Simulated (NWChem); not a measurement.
System: C₂H₃F; SMILES C(=C)F

Computed with NWChem. Coordinates come from a PBE0/def2-SVP optimisation. Ions are spin-unrestricted doublets at the neutral geometry; other ion states weren't tried. Functional: LC-ωPBE (HJS hole) with def2-SVP; rows give the range parameter ω in 1/bohr.

At which range parameter does −ε(HOMO) equal the ΔSCF ionisation energy (optimal tuning)?

about 0.45 per bohr, by linear interpolation in these runs:
```json
[
 {"range parameter (1/bohr)": "0.05", "vertical ionisation energy, ΔSCF (eV)": "10.26", "−ε(HOMO) (eV)": "7.01", "ΔSCF minus −ε(HOMO) (eV)": "3.25"},
 {"range parameter (1/bohr)": "0.15", "vertical ionisation energy, ΔSCF (eV)": "10.30", "−ε(HOMO) (eV)": "8.39", "ΔSCF minus −ε(HOMO) (eV)": "1.91"},
 {"range parameter (1/bohr)": "0.25", "vertical ionisation energy, ΔSCF (eV)": "10.34", "−ε(HOMO) (eV)": "9.42", "ΔSCF minus −ε(HOMO) (eV)": "0.92"},
 {"range parameter (1/bohr)": "0.35", "vertical ionisation energy, ΔSCF (eV)": "10.38", "−ε(HOMO) (eV)": "10.12", "ΔSCF minus −ε(HOMO) (eV)": "0.26"},
 {"range parameter (1/bohr)": "0.80", "vertical ionisation energy, ΔSCF (eV)": "10.40", "−ε(HOMO) (eV)": "11.27", "ΔSCF minus −ε(HOMO) (eV)": "-0.87"}
]
```
